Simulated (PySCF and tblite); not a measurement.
C4H3NO, numbered as in [CH2:1]=[CH:2][C:3](=[O:4])[C:5]#[N:6].

Search: ETKDG and KDG, MMFF94s, GFN2-xTB, 90 starts; geometries at PBE0-D3(BJ)/def2-SVP. Free energies are B3LYP-D3(BJ)/def2-TZVP (IEF-PCM, chloroform) single points with GFN2-xTB rigid-rotor and vibrational terms (modes under about 100 cm⁻¹ blended into free rotors). Symmetry numbers and mirror images are counted. Conformers within 3 kcal/mol (GFN2-xTB free energy) were kept, 8 at most. GIAO shieldings: PBE0/pcSseg-1 (IEF-PCM, chloroform). Shifts are against TMS (¹H), TMS (¹³C), NH3 (¹⁵N) at the same level; of two unlike H on one atom, a is the less shielded. Run with PySCF (density fitting) and tblite.

Torsions listed: C1–C2–C3–O4.

```tsv
conformer	shape	symmetry	E(GFN2) kcal/mol	E(DFT) kcal/mol
1	180°	Cs	0.00	0.00
2	0°	Cs	0.44	1.86
```

Question: How much do the weights at 298.15 K and the averaged shift of H1b depend on how the conformers are weighted?

Answer: 
```json
{"weighting": "DFT energy with thermal terms, symmetry and mirror images (full scheme)", "1 (%)": "95", "2 (%)": "5", "δ (ppm)": "7.35", "rms dipole (D)": "5.03"}
{"weighting": "DFT energy with symmetry and mirror images", "1 (%)": "96", "2 (%)": "4", "δ (ppm)": "7.35", "rms dipole (D)": "5.03"}
{"weighting": "bare DFT energy", "1 (%)": "96", "2 (%)": "4", "δ (ppm)": "7.35", "rms dipole (D)": "5.03"}
{"weighting": "GFN2-xTB energy with symmetry and mirror images", "1 (%)": "68", "2 (%)": "32", "δ (ppm)": "7.20", "rms dipole (D)": "5.07"}
{"weighting": "GFN2-xTB free energy", "1 (%)": "65", "2 (%)": "35", "δ (ppm)": "7.19", "rms dipole (D)": "5.07"}
{"weighting": "leading conformer alone", "1 (%)": "100", "2 (%)": "0", "δ (ppm)": "7.37", "rms dipole (D)": "5.03"}
{"weighting": "equal weights", "1 (%)": "50", "2 (%)": "50", "δ (ppm)": "7.11", "rms dipole (D)": "5.09"}
{"weighting": "full scheme, search stopped after three starts", "1 (%)": "100", "2 (%)": "0", "δ (ppm)": "7.37", "rms dipole (D)": "5.03"}
```

The largest departure from the full scheme, 0.24 ppm, comes with: equal weights.


¹⁵N shifts are against a computed isolated NH3 molecule, about 20 ppm from the liquid.